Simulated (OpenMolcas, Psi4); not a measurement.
CH2Cl2: a line through the functionals

CH2Cl2 has 5 atoms, charge 0, and is taken as a singlet. SMILES: `ClCCl`. Geometry: relaxed at PBE0-D4/def2-TZVP.

The vertical ionisation energy (to the doublet cation) y, in eV, basis aug-cc-pVDZ; a is the functional's share of exact exchange. Programs: OpenMolcas 26.06, Psi4 1.11.

| functional | program | a | y (eV) |
| --- | --- | --- | --- |
| TPSS | Psi4 | 0 | 10.74 |
| revPBE | Psi4 | 0 | 10.63 |
| B3LYP | OpenMolcas | 0.2 | ? |
| PBE0 | OpenMolcas | 0.25 | 11.12 |
| BHLYP | OpenMolcas | 0.5 | 11.43 |

**Question.** Fit y = c + s·a to the known rows and predict B3LYP.

**Answer.** 
1. Means of the 4 rows: a = 0.1875, y = 10.980.
2. Σ(Δa)² = 0.17188, Σ(Δa·Δy) = 0.26, so the slope is 0.26/0.17188 = 1.5127.
3. Intercept: 10.980 − (1.5127) × 0.1875 = 10.696. The largest residual of the fit is 0.066.
4. B3LYP: 10.696 + (1.5127) × 0.2 = 11.00 eV.

The run gave 11.07 eV, so the prediction is off by -0.07 eV, about the largest residual. The rows mix families of semi-local functionals, which the line can't see.
